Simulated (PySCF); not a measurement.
Compound: C4H5FO (charge +1 and doublet state).
Z-matrix (Å and degrees, GFN2-xTB geometry), rows numbered from 1:
```
F 
C   1  1.2963
C   2  1.3603  1  127.96
C   3  1.4674  2  106.87  1   179.88
O   4  1.3914  3  107.73  2    -0.03
C   5  1.3866  4  110.44  3     0.04
H   3  1.0755  2  127.79  1    -0.12
H   4  1.1095  3  113.54  2   121.58
H   4  1.1095  3  113.62  2  -121.74
H   6  1.1082  2  113.41  1    59.22
H   6  1.1082  2  113.41  1   -58.90
```

Identity: `F[C+]1[CH]COC1` [radical] (charge +1).

Method: UKS B3LYP, pcH-1 on C F H O, non-relativistic, mean-field spin-orbit, GIAO (PySCF 2.14.0). Geometry: GFN2-xTB; no solvent, vibrations or thermal averaging. Couplings are sensitive to structure, and on GFN2-xTB geometries they can be far from those on DFT ones, by a factor of two or more for some ions and for spin on atoms past the first row. The SCF solution wasn't tested for stability.

Question: Where do the isotropic ENDOR lines of F1 and H7 fall at 343.5 mT, to first order?

Answer: For S = 1/2 in fast tumbling each set of equivalent nuclei gives two lines, ν± = |νn ± a/2| to first order, with νn = g_N μN B/h and μN/h = 7.62259 MHz/T.

```csv
nuclei,isotope,g_N,νn (MHz),a_iso (MHz),lower line (MHz),upper line (MHz)
F1,19F,5.2577,13.77,42.25,7.36,34.89
H7,1H,5.5857,14.63,-20.34,4.45,24.80
```

Question: Which pairs are centred on the nuclear Larmor frequency, and which on half the coupling?

Answer: Centred on νn, since |a| < 2νn: H7. Centred on |a|/2 and split by 2νn: F1.

Question: At what field would the lower line of H7 fall to zero frequency?

Answer: Where νn = |a|/2, that is B = 10.17 MHz/(5.5857 × 7.62259 MHz/T) = 239 mT, as far as first order holds there.

Couplings of abundant isotopes left out: H8/H9 (260.4 MHz) and H10/H11 (205.7 MHz).

The largest Mulliken spin populations are on C3 (+0.29), O5 (+0.21), C2 (+0.16) and H8 (+0.10). Three atoms exceed +0.15.

Hardware: an Arm Neoverse N1 with one thread, shared host. Cost: 43 s of wall time (with the writing of density and orbital grids), 0.79 GiB resident at most.
